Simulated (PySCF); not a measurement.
Zinc-blende GaSb, treated with MP2 (GTH pseudopotentials, Gaussian basis, DZ basis; PySCF).

The same calculation (at the measured cell, 28.315 Å³/atom) with different numerical settings:

| run | k mesh | correlation energy (eV/atom) | total energy (eV/atom) | rough time |
|---|---|---|---|---|
| 1 | 2×2×2 | -1.9385 | -1112.9919 | 2 core-min |
| 2 | 3×3×3 | -2.2324 | -1113.7516 | 6 core-min |
| 3 | 4×4×4 | -2.3611 | -1113.9418 | 60 core-min |

In the column total energy (eV/atom) the first row differs from the last by +0.9499 and the next to last by +0.1902.

The last row is no converged limit: other settings stay fixed.
